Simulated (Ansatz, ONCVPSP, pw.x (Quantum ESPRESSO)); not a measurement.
# pw.x on bcc P: one setting changed

Potential: optimised norm-conserving Vanderbilt (ONCV), ONCVPSP 4.0.1.1 (patched build), PBEsol; core [Ne], reference 3s2 3p3; waves: 3s: rc 1.35 bohr, ncon 3, nbas 7, qcut 6.1 1/bohr, 1 projector; 3p: rc 2.00 bohr, ncon 4, nbas 7, qcut 4.6 1/bohr, 2 projectors, debl 3.6 Ha; d scattering state at 0.31 Ha: rc 2.00 bohr, ncon 3, nbas 8, qcut 5.1 1/bohr, 2 projectors, debl 3.2 Ha; local part: polynomial inside 0.90 bohr (lpopt 4, dvloc0 4 Ha); core correction: Teter function, fcfact 3, rcfact 1.55.

The reference run (k-mesh 15³, cutoffs 50/200 Ry, Fermi–Dirac 0.01 Ry, mixing_beta 0.4, conv_thr 1e-9, no spin) gives -1.70 GPa at 13.798 Å³/atom, where all-electron LAPW gives -1.04 GPa. This run, with its own iteration cap, changes mixing_beta to 0.7.

```
&control
  calculation='scf', prefix='x', pseudo_dir='./', outdir='./tmp', tstress=.true., disk_io='none'
/
&system
  ibrav=0, nat=1, ntyp=1, ecutwfc=50, ecutrho=200, nbnd=9,
  occupations='smearing', smearing='fd', degauss=0.01
/
&electrons
  conv_thr=1e-09, mixing_beta=0.7, electron_maxstep=70
/
ATOMIC_SPECIES
P 1.0 P.UPF
CELL_PARAMETERS angstrom
  -1.51095681 1.51095681 1.51095681
  1.51095681 -1.51095681 1.51095681
  1.51095681 1.51095681 -1.51095681
ATOMIC_POSITIONS crystal
P 0.0000 0.0000 0.0000
K_POINTS automatic
15 15 15 0 0 0
```

```bash
pw.x < P.scf.in > P.scf.out
```

How does the run end?

It converges in 5 iterations; the free energy moves by +0.0 meV/atom and the pressure by +0.00 GPa. The result is that of the reference run.

```
Message from routine setup:
     using ibrav=0 with symmetry is DISCOURAGED, use correct ibrav instead
     lattice parameter (alat)  =       4.9455  a.u.
     unit-cell volume          =      93.1135 (a.u.)^3
     number of electrons       =         5.00
     number of Kohn-Sham states=            9
     kinetic-energy cutoff     =      50.0000  Ry
     charge density cutoff     =     200.0000  Ry
     scf convergence threshold =      1.0E-09
     Exchange-correlation= PBESOL
     number of k points=   120  Fermi-Dirac smearing, width (Ry)=  0.0100
     iteration #  1     ecut=    50.00 Ry     beta= 0.70
     total energy              =     -14.10909540 Ry
     estimated scf accuracy    <       0.00235319 Ry
     iteration #  2     ecut=    50.00 Ry     beta= 0.70
     total energy              =     -14.10922210 Ry
     estimated scf accuracy    <       0.00009933 Ry
     iteration #  3     ecut=    50.00 Ry     beta= 0.70
     total energy              =     -14.10922642 Ry
     estimated scf accuracy    <       0.00000194 Ry
     iteration #  4     ecut=    50.00 Ry     beta= 0.70
     total energy              =     -14.10922659 Ry
     estimated scf accuracy    <          6.6E-09 Ry
     iteration #  5     ecut=    50.00 Ry     beta= 0.70
     the Fermi energy is    11.7629 ev
!    total energy              =     -14.10922660 Ry
     estimated scf accuracy    <          3.0E-10 Ry
     smearing contrib. (-TS)   =      -0.00203420 Ry
     The total energy is F=E-TS. E is the sum of the following terms:
     one-electron contribution =       6.18061959 Ry
     hartree contribution      =       0.18865060 Ry
     xc contribution           =      -4.54450973 Ry
     ewald contribution        =     -15.93195286 Ry
     convergence has been achieved in   5 iterations
          total   stress  (Ry/bohr**3)                   (kbar)     P=      -16.96
     Message from routine punch:
     Nothing written, as per user request (disk_io='none')
```

The run took about 10 s on one core of a shared host (Neoverse-N1, 64 threads, 124 GiB, load 41).
